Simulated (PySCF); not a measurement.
An unknown is described by computed data only.

Elements present: C, H and O. Monoisotopic mass: 68.0262 u.

| Quantity | Value |
| --- | --- |
| UV, strongest line | among the 10 lowest singlet transitions: S3 at 5.91 eV (210 nm, f = 0.593) [TDDFT CAM-B3LYP/def2-SVPD] |
| Triplet | lowest triplet excitation (Tamm–Dancoff): 3.02 eV [TDA CAM-B3LYP/def2-SVPD] |
| 13C NMR | chemical shifts (computed TMS as zero) by class: 208.6 (1 C), 129.5 (1 C), 114.5 (1 C), 30.2 (1 C) ppm [GIAO PBE0/pcSseg-1] |
| Rotational structure | rotational constants A, B, C: 41.073, 2.362, 2.234 GHz [PBE0-D3(BJ)/def2-SVP] |
| 1H NMR | chemical shifts (computed TMS as zero) by class: 5.99 (1 H), 5.18 (1 H), 4.87 (1 H), 4.15 (1 H) ppm [GIAO PBE0/pcSseg-1] |
| NMR, other nuclei | isotropic shieldings of nuclei other than C and H, by class: -73 (1 O) ppm [GIAO PBE0/pcSseg-1] |
| Dipole | 1.03 D [CAM-B3LYP/def2-SVPD] |

Gas-phase values; electronic properties from PySCF, density fitting. Levels stand in brackets. Isolated species at its PBE0-D3(BJ)/def2-SVP geometry (one conformer only). NMR classes are plain means over equivalent atoms (diastereotopic ones count apart unless rotation or inversion swaps them), as if these changed places fast.

Question: Which formula fits the mass and the elements?

Answer: C4H4O (calculated 68.0262). No other formula that holds each of these elements comes within 0.0003 u with a fitting electron parity and a possible valence count.

Question: Propose a structure and show how it fits.

Answer: Numbering: `[CH2:1]=[CH:2][CH:3]=[C:4]=[O:5]`. Its formula, C4H4O, gives 3 degrees of unsaturation: 0 rings and 3 π bonds in the structure found. 4 carbons fall into 4 classes; from least to most shielded: central carbon of a ketene [C4] (208.6 ppm), alkene CH carbon [C2] (129.5 ppm), terminal =CH2 carbon [C1] (114.5 ppm), outer carbon of cumulated double bonds [C3] (30.2 ppm). Hydrogen classes from least to most shielded: 1 H on an alkene CH carbon, C2 (5.99 ppm), 1 H on a terminal =CH2 carbon, C1 (5.18 ppm), 1 H on a terminal =CH2 carbon, C1 (4.87 ppm), 1 H on an outer carbon of cumulated double bonds, C3 (4.15 ppm). The other shieldings belong to: -73 ppm, oxygen bonded to C [O5]. The optimised geometry has point group Cs and is an asymmetric top. Structure: `C=CC=C=O`. Computed isomers that give other values at the same levels: `O=C1C=CC1` (rotational constant A: 12.636 GHz; this holds for the one conformer computed); `O=CC1=CC1` (13C chemical shifts (computed TMS as zero) by class: 185.1 (1 C), 135.3 (1 C), 121.4 (1 C), 10.5 (1 C) ppm); `C#CCC=O` (13C chemical shifts (computed TMS as zero) by class: 199.2 (1 C), 80.3 (1 C), 78.7 (1 C), 36.3 (1 C) ppm). The assignments are read from this structure; whether some other isomer fits the data as well wasn't checked.

The values belong to the conformer `[CH2:1]=[CH:2][CH:3]=[C:4]=[O:5]`: C1–C2–C3–C4 180°.
